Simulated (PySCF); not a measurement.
# C4H5NS: excited states, first hyperpolarisability

What do calculations give for the excited states, first hyperpolarisability of C4H5NS (`Cc1cscn1`)?

Computed with PySCF 2.14.0 and routines of our own; the level stands in each step. Atoms count from 0.

### Step 1. The system as given

11 atoms, charge 0, multiplicity 1; geometry from: GFN2-xTB.

### Step 2. Relaxing the molecule at PBE0-D3(BJ)/def2-TZVP

Job settings and geometry (Å):

```
{"job": {"xc": "PBE0", "basis": "def2-TZVP", "d3": "d3bj", "grid": 2, "kind": "geom"}, "charge": 0, "multiplicity": 1}
C     -1.666724    -0.100711     0.013540
C     -0.181855     0.005813     0.001200
C      0.549470     1.145438     0.148498
S      2.235195     0.807528     0.069707
C      1.822145    -0.863959    -0.156857
N      0.568980    -1.116557    -0.169564
H     -2.119291     0.875884     0.158572
H     -2.012349    -0.524583    -0.927436
H     -1.981030    -0.768525     0.813492
H      0.205054     2.148633     0.296631
H      2.585830    -1.606289    -0.273746
```

The run is started by

```sh
$ OMP_NUM_THREADS=1 python excited_run.py task.json out
```

One launch serves the whole session: the jobs run in the order shown.

Log:

```text
step   0  E = -608.08622440  max force = 0.013149
step   1  E = -608.08681690  max force = 0.005172
step   2  E = -608.08664965  max force = 0.006014
step   3  E = -608.08704473  max force = 0.000945
step   4  E = -608.08705897  max force = 0.000340
optimisation converged
```

It took 76 s on 1 thread of Arm Neoverse V2, shared host; peak memory 0.9 GiB.

Relaxation path: (the energy doesn't fall at every step)

```
step  energy from step 0 (eV)  largest force component (eV/Å)
   0                   0.0000                          0.6761
   1                  -0.0161                          0.2660
   2                  -0.0116                          0.3093
   3                  -0.0223                          0.0486
   4                  -0.0227                          0.0175
```

Close pairs (by a distance rule), those that changed most:

```
  bond  before (Å)  after (Å)  change (Å)
 S3–C4       1.737      1.714      -0.023
 C4–N5       1.278      1.295      +0.017
 C2–S3       1.721      1.706      -0.015
C4–H10       1.071      1.082      +0.011
 C1–N5       1.361      1.370      +0.009
 C2–H9       1.071      1.079      +0.008
 C0–H7       1.088      1.093      +0.005
 C0–H6       1.086      1.090      +0.004
```

The final coordinates are the input of the step that follows.

```
                         at the end point                value
  point group (found at 0.08 Å tolerance)                   C1
rotational constants (GHz, main isotopes)  7.407, 2.556, 1.923
                        dipole moment (D)                 1.29
```

### Step 3. Excited states: TDA CAM-B3LYP/def2-TZVPD

Job settings and geometry (Å):

```
{"job": {"kind": "states", "xc": "CAM-B3LYP", "basis": "def2-TZVPD", "tda": true, "soc": true, "nstates": 6, "ntriplets": 5, "nquad": 4}, "charge": 0, "multiplicity": 1}
C     -1.640958    -0.106221     0.268815
C     -0.174810    -0.001799     0.036462
C      0.536270     1.153663    -0.107544
S      2.185166     0.803898    -0.370104
C      1.821269    -0.868155    -0.271376
N      0.574020    -1.144933    -0.060099
H     -2.088289     0.875450     0.424588
H     -2.130405    -0.578655    -0.586699
H     -1.843414    -0.728715     1.142763
H      0.174196     2.169128    -0.069056
H      2.596053    -1.615555    -0.379758
```

Level: TDA CAM-B3LYP/def2-TZVPD excited states, vertical, gas phase, spin-orbit mean-field couplings.

Log:

```text
coarse grid: 10136 points
cycle   1  E = -608.3312092864  dE =  1.203e+00  |g| = 3.678e-01  |ddm| = 3.667e+00
cycle   2  E = -608.3220731093  dE =  9.136e-03  |g| = 4.585e-01  |ddm| = 1.260e+00
cycle   3  E = -608.3657064881  dE = -4.363e-02  |g| = 7.045e-02  |ddm| = 5.630e-01
cycle   4  E = -608.3666909845  dE = -9.845e-04  |g| = 3.222e-02  |ddm| = 1.380e-01
cycle   5  E = -608.3669272059  dE = -2.362e-04  |g| = 8.655e-03  |ddm| = 4.634e-02
cycle   6  E = -608.3669452978  dE = -1.809e-05  |g| = 3.636e-03  |ddm| = 1.895e-02
cycle   7  E = -608.3669490739  dE = -3.776e-06  |g| = 9.155e-04  |ddm| = 5.374e-03
final grid: 94432 points
cycle   8  E = -608.3601980147  dE = -3.253e-05  |g| = 3.691e-03  |ddm| = 2.009e-01
cycle   9  E = -608.3601976291  dE =  3.856e-07  |g| = 3.814e-03  |ddm| = 1.600e-02
cycle  10  E = -608.3602009086  dE = -3.280e-06  |g| = 7.723e-04  |ddm| = 5.783e-03
cycle  11  E = -608.3602010418  dE = -1.332e-07  |g| = 2.613e-04  |ddm| = 1.233e-03
cycle  12  E = -608.3602010563  dE = -1.448e-08  |g| = 6.204e-05  |ddm| = 4.865e-04
cycle  13  E = -608.3602010572  dE = -8.845e-10  |g| = 1.892e-05  |ddm| = 1.121e-04
converged SCF energy = -608.3602010572

Singlet excitations
state   eV       nm        f     d(h-e)  d(exc)  Lambda  PR(NTO)  |dmu|/D   mu/D   main configurations
  1   5.5955   221.6   0.00056   0.964   2.526   0.496   1.008    2.197    1.379   H-1->L 0.97
  2   5.7926   214.0   0.09222   0.695   2.688   0.756   1.252    1.802    2.462   H->L 0.84
  3   5.9068   209.9   0.00162   1.335   3.262   0.328   1.014    4.317    3.676   H->L+1 0.63, H->L+7 0.11, H->L+2 0.10
  4   6.4265   192.9   0.00280   0.513   3.841   0.280   1.054    2.172    1.410   H->L+2 0.47, H->L+3 0.21, H->L+1 0.18
  5   6.5730   188.6   0.03739   0.071   2.584   0.736   1.633                     H-2->L 0.70, H->L+6 0.15
  6   6.8623   180.7   0.00467   1.191   3.120   0.313   1.148                     H-2->L+1 0.51, H-2->L+7 0.14, H-2->L+2 0.09

Triplet excitations (Tamm-Dancoff)
state   eV     d(h-e)  d(exc)  Lambda  PR(NTO)   main configurations
  1   3.8488   0.401   2.450   0.785   1.042   H->L 0.90
  2   4.9871   0.230   2.417   0.781   1.024   H-2->L 0.90
  3   5.0033   0.872   2.412   0.494   1.020   H-1->L 0.87, H-1->L+6 0.08
  4   5.5700   0.440   2.453   0.672   1.102   H->L+6 0.80
  5   5.6161   1.242   3.049   0.333   1.026   H->L+1 0.52, H->L+7 0.14, H->L+2 0.10
S1 - T1 = 1.7467 eV

Spin-orbit couplings |<S|Hso|T>| (cm-1)
             T1       T2       T3       T4       T5
S0        0.466    8.153   71.868    1.967   85.421
S1       27.521   46.566    5.794   17.583    1.290
S2        0.629    5.418   44.234    0.715   49.334
S3       38.382   13.871    1.224    6.827    1.349
S4       11.223    6.525    1.925    2.480   10.734
S5        0.346    4.313   39.437    0.147    7.402
S6       11.932   37.325    4.132    0.974    1.934
T1 sublevels (cm-1): 0.000 0.004 0.032   radiative rates (1/s): 0.138 0.0608 9.52
```

Wall time 53 s (1 thread of Arm Neoverse V2, shared host); peak memory 1.1 GiB.

In short:

```
  quantity    value
S1 less T1  1.75 eV
```

The fields below are evaluated on a grid from the run's orbitals.

Frontier orbitals at CAM-B3LYP/def2-TZVPD, with the share of their density that lies nearest to each atom:

```
orbital  energy (eV)                                   lies on
   HOMO        -8.26  C1, C2 about 25 % each; C4 18 %; S3 16 %
   LUMO         0.37                 C4 26 %; S3 24 %; C2 15 %
```

ELF in a plane through or near 9 of the atoms.

Ten even steps from '0' (0.00) to '9' (1.00):
```
0000000000000000000000000000
0000000000000000000000000000
0000000000000000000000000000
0000000000000000000000000000
0000000000157630000000000000
0000167500389950000000000000
0001899961599950023210000000
0001999984734730156520000000
0000699942843844545521000000
0000013443535427924653000000
0000002588313445868998400000
0000146332664683139999700000
0000378565782552007999500000
0000489942665797300675000000
0000268885226999910000000000
0000025541004999910000000000
0000000000000676200000000000
0000000000000000000000000000
0000000000000000000000000000
0000000000000000000000000000
```
The map spans 10.9 Å across and 9.6 Å up, centred on the molecule. Atoms in the plane (x, y in Å): C0 (1.6, 0.3), C1 (0.2, 0.0), C2 (-0.4, -1.2), S3 (-2.1, -1.1), C4 (-1.9, 0.6), N5 (-0.7, 1.0), H6 (2.2, -0.6), H9 (0.1, -2.2), H10 (-2.8, 1.2).

On the surface of density 0.002 e/bohr³ the electrostatic potential runs, from the 1st to the 99th percentile, from -1.63 V near N5 to 1.25 V near H9.

### Step 4. Excited states: TDDFT CAM-B3LYP/def2-TZVPD

Settings changed since step 3:

```diff
@@ -1,2 +1,2 @@
-{"job": {"kind": "states", "xc": "CAM-B3LYP", "basis": "def2-TZVPD", "tda": true, "soc": true, "nstates": 6, "ntriplets": 5, "nquad": 4}, "charge": 0, "multiplicity": 1}
+{"job": {"kind": "states", "xc": "CAM-B3LYP", "basis": "def2-TZVPD", "tpa": true, "nstates": 8, "nquad": 6, "ntriplets": 0}, "charge": 0, "multiplicity": 1}
 C     -1.640958    -0.106221     0.268815
```

With the program's defaults for keys left out, this is: TDDFT CAM-B3LYP/def2-TZVPD excited states, vertical, gas phase, two-photon moments by quadratic response.

Log:

```text
coarse grid: 10136 points
cycle   1  E = -608.3312092864  dE =  1.203e+00  |g| = 3.678e-01  |ddm| = 3.667e+00
cycle   2  E = -608.3220731093  dE =  9.136e-03  |g| = 4.585e-01  |ddm| = 1.260e+00
cycle   3  E = -608.3657064881  dE = -4.363e-02  |g| = 7.045e-02  |ddm| = 5.630e-01
cycle   4  E = -608.3666909845  dE = -9.845e-04  |g| = 3.222e-02  |ddm| = 1.380e-01
cycle   5  E = -608.3669272059  dE = -2.362e-04  |g| = 8.655e-03  |ddm| = 4.634e-02
cycle   6  E = -608.3669452978  dE = -1.809e-05  |g| = 3.636e-03  |ddm| = 1.895e-02
cycle   7  E = -608.3669490739  dE = -3.776e-06  |g| = 9.155e-04  |ddm| = 5.374e-03
final grid: 94432 points
cycle   8  E = -608.3601980147  dE = -3.253e-05  |g| = 3.691e-03  |ddm| = 2.009e-01
cycle   9  E = -608.3601976291  dE =  3.856e-07  |g| = 3.814e-03  |ddm| = 1.600e-02
cycle  10  E = -608.3602009086  dE = -3.280e-06  |g| = 7.723e-04  |ddm| = 5.783e-03
cycle  11  E = -608.3602010418  dE = -1.332e-07  |g| = 2.613e-04  |ddm| = 1.233e-03
cycle  12  E = -608.3602010563  dE = -1.448e-08  |g| = 6.204e-05  |ddm| = 4.865e-04
cycle  13  E = -608.3602010572  dE = -8.845e-10  |g| = 1.892e-05  |ddm| = 1.121e-04
converged SCF energy = -608.3602010572

Singlet excitations
state   eV       nm        f     d(h-e)  d(exc)  Lambda  PR(NTO)  |dmu|/D   mu/D   delta(TPA)   sigma/GM   main configurations
  1   5.5490   223.4   0.00140   0.947   2.527   0.500   1.014    2.188    1.414        0.37      0.004   H-1->L 0.95
  2   5.5694   222.6   0.07516   0.686   2.665   0.753   1.251    1.810    2.477       18.59      0.211   H->L 0.91
  3   5.8891   210.5   0.00163   1.346   3.261   0.328   1.016    4.318    3.691        5.84      0.074   H->L+1 0.62, H->L+7 0.11, H->L+2 0.10
  4   6.4019   193.7   0.02660   0.060   2.582   0.727   1.730    0.401    1.086        9.80      0.147   H-2->L 0.75, H->L+6 0.14
  5   6.4230   193.0   0.00336   0.501   3.822   0.290   1.089    2.126    1.315       54.08      0.817   H->L+2 0.46, H->L+3 0.20, H->L+1 0.19
  6   6.8469   181.1   0.00445   1.201   3.115   0.313   1.141    3.938    3.467        8.24      0.142   H-2->L+1 0.51, H-2->L+7 0.14, H-2->L+2 0.09
  7   6.9817   177.6   0.00220   1.682   4.448   0.274   1.102                                            H->L+3 0.61, H->L+2 0.25
  8   7.2033   172.1   0.10883   0.839   3.233   0.480   2.250                                            H->L+6 0.43, H-1->L+1 0.27
```

Run time: 61 s. Hardware: 1 thread of Arm Neoverse V2, shared host; peak memory 0.99 GiB.

### Step 5. First hyperpolarisability: quadratic response CAM-B3LYP/def2-TZVPD

Settings changed since step 4:

```diff
@@ -1,2 +1,2 @@
-{"job": {"kind": "states", "xc": "CAM-B3LYP", "basis": "def2-TZVPD", "tpa": true, "nstates": 8, "nquad": 6, "ntriplets": 0}, "charge": 0, "multiplicity": 1}
+{"job": {"kind": "beta", "xc": "CAM-B3LYP", "basis": "def2-TZVPD"}, "charge": 0, "multiplicity": 1}
 C     -1.640958    -0.106221     0.268815
```

Method: quadratic response CAM-B3LYP/def2-TZVPD first hyperpolarisability, Taylor convention, gas phase.

Log:

```text
coarse grid: 10136 points
cycle   1  E = -608.3312092864  dE =  1.203e+00  |g| = 3.678e-01  |ddm| = 3.667e+00
cycle   2  E = -608.3220731093  dE =  9.136e-03  |g| = 4.585e-01  |ddm| = 1.260e+00
cycle   3  E = -608.3657064881  dE = -4.363e-02  |g| = 7.045e-02  |ddm| = 5.630e-01
cycle   4  E = -608.3666909845  dE = -9.845e-04  |g| = 3.222e-02  |ddm| = 1.380e-01
cycle   5  E = -608.3669272059  dE = -2.362e-04  |g| = 8.655e-03  |ddm| = 4.634e-02
cycle   6  E = -608.3669452978  dE = -1.809e-05  |g| = 3.636e-03  |ddm| = 1.895e-02
cycle   7  E = -608.3669490739  dE = -3.776e-06  |g| = 9.155e-04  |ddm| = 5.374e-03
final grid: 94432 points
cycle   8  E = -608.3601980147  dE = -3.253e-05  |g| = 3.691e-03  |ddm| = 2.009e-01
cycle   9  E = -608.3601976291  dE =  3.856e-07  |g| = 3.814e-03  |ddm| = 1.600e-02
cycle  10  E = -608.3602009086  dE = -3.280e-06  |g| = 7.723e-04  |ddm| = 5.783e-03
cycle  11  E = -608.3602010418  dE = -1.332e-07  |g| = 2.613e-04  |ddm| = 1.233e-03
cycle  12  E = -608.3602010563  dE = -1.448e-08  |g| = 6.204e-05  |ddm| = 4.865e-04
cycle  13  E = -608.3602010572  dE = -8.845e-10  |g| = 1.892e-05  |ddm| = 1.121e-04
converged SCF energy = -608.3602010572

Lowest singlets (eV, f): 5.5490 0.0014  5.5694 0.0751  5.8891 0.0016

First hyperpolarisability (au)
process     nm      |vector|   parallel      HRS      DR
static         -      171.61     -47.04      63.11   8.592
shg       1907.0      178.35     -48.12       65.6   8.705
eope      1907.0      173.80      -47.4          -       -
shg       1064.0      195.23     -50.53      71.84   9.005
eope      1064.0      178.85      -48.2          -       -
```

Run time: 49 s. Hardware: 1 thread of Arm Neoverse V2, shared host; peak memory 0.98 GiB.

### Step 6. Excited states: TDA CAM-B3LYP/def2-TZVPD in acetonitrile

Settings changed since step 5:

```diff
@@ -1,2 +1,2 @@
-{"job": {"kind": "beta", "xc": "CAM-B3LYP", "basis": "def2-TZVPD"}, "charge": 0, "multiplicity": 1}
+{"job": {"kind": "states", "xc": "CAM-B3LYP", "basis": "def2-TZVPD", "tda": true, "soc": true, "nstates": 6, "ntriplets": 5, "nquad": 4, "solvent": "acetonitrile"}, "charge": 0, "multiplicity": 1}
 C     -1.640958    -0.106221     0.268815
```

With the program's defaults for keys left out, this is: TDA CAM-B3LYP/def2-TZVPD excited states, vertical, IEF-PCM acetonitrile (non-equilibrium response), spin-orbit mean-field couplings.

Log:

```text
coarse grid: 10136 points
cycle   1  E = -608.3419873303  dE =  1.193e+00  |g| = 3.492e-01  |ddm| = 3.663e+00
cycle   2  E = -608.3425079940  dE = -5.207e-04  |g| = 3.916e-01  |ddm| = 1.298e+00
cycle   3  E = -608.3733473972  dE = -3.084e-02  |g| = 5.726e-02  |ddm| = 4.608e-01
cycle   4  E = -608.3740197973  dE = -6.724e-04  |g| = 2.559e-02  |ddm| = 1.391e-01
cycle   5  E = -608.3741684525  dE = -1.487e-04  |g| = 5.819e-03  |ddm| = 4.135e-02
cycle   6  E = -608.3741775407  dE = -9.088e-06  |g| = 2.432e-03  |ddm| = 2.132e-02
final grid: 94432 points
cycle   7  E = -608.3673869008  dE = -3.212e-05  |g| = 3.831e-03  |ddm| = 2.076e-01
cycle   8  E = -608.3673863529  dE =  5.478e-07  |g| = 4.083e-03  |ddm| = 1.521e-02
cycle   9  E = -608.3673902758  dE = -3.923e-06  |g| = 4.101e-04  |ddm| = 5.473e-03
cycle  10  E = -608.3673903109  dE = -3.508e-08  |g| = 1.819e-04  |ddm| = 1.061e-03
cycle  11  E = -608.3673903194  dE = -8.500e-09  |g| = 3.420e-05  |ddm| = 4.131e-04
cycle  12  E = -608.3673903197  dE = -3.463e-10  |g| = 1.395e-05  |ddm| = 8.671e-05
converged SCF energy = -608.3673903197

Singlet excitations
state   eV       nm        f     d(h-e)  d(exc)  Lambda  PR(NTO)  |dmu|/D   mu/D   main configurations
  1   5.6974   217.6   0.12370   0.750   2.681   0.757   1.192    2.141    3.211   H->L 0.88
  2   5.7912   214.1   0.00078   0.922   2.517   0.507   1.008    2.466    1.376   H-2->L 0.97
  3   6.0133   206.2   0.00120   1.245   3.216   0.311   1.016    4.273    3.275   H->L+2 0.41, H->L+1 0.32, H->L+7 0.12
  4   6.4283   192.9   0.00464   0.468   3.726   0.298   1.041    1.908    2.770   H->L+1 0.47, H->L+3 0.23, H->L+2 0.16
  5   6.5717   188.7   0.04241   0.045   2.577   0.737   1.641                     H-1->L 0.71, H->L+6 0.16
  6   7.0286   176.4   0.00680   1.174   3.312   0.303   1.459                     H-1->L+2 0.28, H-1->L+1 0.22, H-1->L+7 0.14

Triplet excitations (Tamm-Dancoff)
state   eV     d(h-e)  d(exc)  Lambda  PR(NTO)   main configurations
  1   3.8371   0.436   2.459   0.775   1.038   H->L 0.91
  2   5.0391   0.270   2.410   0.782   1.028   H-1->L 0.92
  3   5.2089   0.849   2.415   0.500   1.025   H-2->L 0.89
  4   5.5031   0.401   2.443   0.699   1.098   H->L+6 0.83
  5   5.7244   1.203   3.011   0.318   1.031   H->L+2 0.39, H->L+1 0.23, H->L+7 0.17
S1 - T1 = 1.8603 eV

Spin-orbit couplings |<S|Hso|T>| (cm-1)
             T1       T2       T3       T4       T5
S0        0.457    1.731   73.641    1.488   87.572
S1        0.968    0.998   44.418    0.499   48.923
S2       28.915   50.644    1.165   14.668    1.671
S3       40.231   13.583    0.355    5.899    1.271
S4       11.957    6.117    1.968    2.399    8.741
S5        0.443    0.664   43.503    0.173    7.151
S6       10.785   36.097    0.703    2.647    2.268
T1 sublevels (cm-1): 0.000 0.005 0.030   radiative rates (1/s): 0.143 0.00124 10.4
```

Run time: 49 s. Hardware: 1 thread of Arm Neoverse V2, shared host; peak memory 1 GiB.

Key values:

```
  quantity    value
S1 less T1  1.86 eV
```

### Step 7. Outcome

```
                                                     quantity                                                value
                                                  point group                                                   C1
                         rotational constants (main isotopes)                                 7.41, 2.56, 1.92 GHz
                S1 less T1 (step 3, TDA CAM-B3LYP/def2-TZVPD)                                              1.75 eV
                        surface potential, 1st and 99th percentile                                   -1.63 V and 1.25 V
   β vector (step 5, quadratic response CAM-B3LYP/def2-TZVPD)  static 172, SHG 1907.0 nm 178, SHG 1064.0 nm 195 au
S1 less T1 (step 6, TDA CAM-B3LYP/def2-TZVPD in acetonitrile)                                              1.86 eV
```

**Reading.** The optimisation took 4 steps and gained 0.023 eV; among the close pairs (by a distance rule), S3–C4 changed most, from 1.737 to 1.714 Å. In step 3, the number of triplets below S1 is 4, and the largest singlet-triplet spin-orbit coupling is S0–T5, 85.42 cm⁻¹. β grows from 172 au (static) to 195 au for doubling at 1064.0 nm: normal dispersion, which grows as twice the photon energy moves toward the bright states. In step 6, the number of triplets below S1 is 4, and the largest singlet-triplet spin-orbit coupling is S0–T5, 87.57 cm⁻¹.
